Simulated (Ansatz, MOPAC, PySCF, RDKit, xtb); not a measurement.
Pair of molecules: CH5N (SMILES CN) (first 7 atoms) with CH5N (SMILES CN); geometry from S66by8 set.
(charge 0, multiplicity 1):
| atom | x (Å) | y (Å) | z (Å) |
|---|---|---|---|
| N | -2.0843 | 0.3172 | -0.6912 |
| H | -1.2557 | -0.2677 | -0.7416 |
| H | -2.7462 | -0.0725 | -1.3495 |
| C | -2.6443 | 0.2376 | 0.6562 |
| H | -3.5384 | 0.8555 | 0.7174 |
| H | -2.9084 | -0.7696 | 0.9937 |
| H | -1.9260 | 0.6449 | 1.3653 |
| N | 2.2554 | -0.8106 | -0.4192 |
| H | 2.5516 | -0.5361 | -1.3472 |
| H | 2.8789 | -1.5583 | -0.1440 |
| C | 2.4156 | 0.3246 | 0.4945 |
| H | 2.1454 | 0.0099 | 1.5001 |
| H | 3.4230 | 0.7463 | 0.5315 |
| H | 1.7231 | 1.1103 | 0.2018 |

| level | interaction energy (kcal/mol) | minus published value |
|---|---|---|
| MMFF94 | -1.01 | 0.30 |
| GFN-FF | -1.10 | 0.21 |
| AM1 | -0.42 | 0.89 |
| PM6 | -0.82 | 0.49 |
| GFN1-xTB | -0.56 | 0.75 |
| GFN2-xTB | -1.03 | 0.28 |
| HF/6-31G* | -0.97 | 0.34 |
| HF/aug-cc-pVDZ | -0.89 | 0.42 |
| PBE/def2-TZVPPD | -1.09 | 0.22 |
| r2SCAN/def2-TZVPPD | -1.03 | 0.28 |
| B3LYP/6-31G* (no counterpoise) | -1.25 | 0.06 |
| B3LYP/def2-TZVPPD | -0.78 | 0.53 |
| B3LYP-D3(BJ)/def2-TZVPPD | -1.25 | 0.06 |
| PBE0/def2-TZVPPD | -1.03 | 0.28 |
| PBE0-D4/def2-TZVPPD | -1.40 | -0.09 |
| wB97X-V/def2-TZVPPD | -1.31 | 0.00 |
| wB97M-V/def2-TZVPPD | -1.29 | 0.02 |
| MP2/6-31G* (no counterpoise) | -1.55 | -0.24 |
| MP2/aug-cc-pVDZ | -1.29 | 0.02 |
| CCSD(T)/aug-cc-pVDZ | -1.28 | 0.03 |

Published value: -1.31 kcal/mol (computed benchmark interaction energy, Řezáč et al., J. Chem. Theory Comput. 7, 2427 (2011), S66x8). The comparison column counts from a level with limits of its own.

The rows run from -1.55 (MP2/6-31G* (no counterpoise)) to -0.42 kcal/mol (AM1). In aug-cc-pVDZ the value moves HF -0.89, MP2 -1.29, CCSD(T) -1.28, a shift of -0.39 from HF to CCSD(T). The dispersion term adds -0.48 in B3LYP-D3(BJ), -0.37 in PBE0-D4. The 6 functionals in def2-TZVPPD without D3 or D4 span 0.53, from wB97X-V to B3LYP.

Counterpoise-corrected where a basis set is named; no monomer relaxation. Rows marked so take none.

Cores are frozen in the correlated methods. Rows in 6-31G* carry no dispersion term and start afresh at each structure (6-31G* with six Cartesian d functions). MP2/6-31G* freezes PySCF's default core. The state that AM1, PM6 reach isn't checked.

Programs: Ansatz (a quantum-chemistry and plane-wave program) with Gaussian orbitals; MOPAC for AM1, PM6 (differences of heats of formation); PySCF for 6-31G* rows, the dispersion terms; RDKit for the force fields; xtb for the GFN methods. Values without a source in brackets are computed.
